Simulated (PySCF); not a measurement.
```xyz
4
charge -1 multiplicity 2, angstrom
S     0.0000    0.0000   -0.2289
O     1.4556    0.0000    0.1525
O    -0.7278    1.2606    0.1525
O    -0.7278   -1.2606    0.1525
```

Level of theory: UPBE0 in PySCF with S def2-SVPD, O def2-SVPD; no relativity; density-fitted integrals.

This geometry of SO₃⁻ is a stationary point at this level.

Task: What is the point group?

Result: C3v.

Task: Is it a minimum?

Result: Yes: all harmonic wavenumbers are real.

Task: List the harmonic modes with their infrared intensities.

Result: 
| symmetry | ω (cm⁻¹) | IR (km/mol, summed over degenerate members) | type |
| --- | --- | --- | --- |
| e | 449 | 26.0 | bend |
| a1 | 553 | 30.1 | bend |
| a1 | 955 | 9.5 | stretch |
| e | 1122 | 579 | stretch |

Task: Give the atomic charges and bond orders.

Result: 
```
  atom  Mulliken  Löwdin  polar tensor  spin (Mulliken)  Mayer order to S1
    S1      1.20    0.96          1.43             0.56                  –
O2,3,4     -0.73   -0.65         -0.81             0.15               1.35
```

In C3v the vibrations span 2e + 2a1.

Other isomers or separated fragments may lie lower. The lowest empty level of this anion is unbound, so it and the gap depend on the basis.
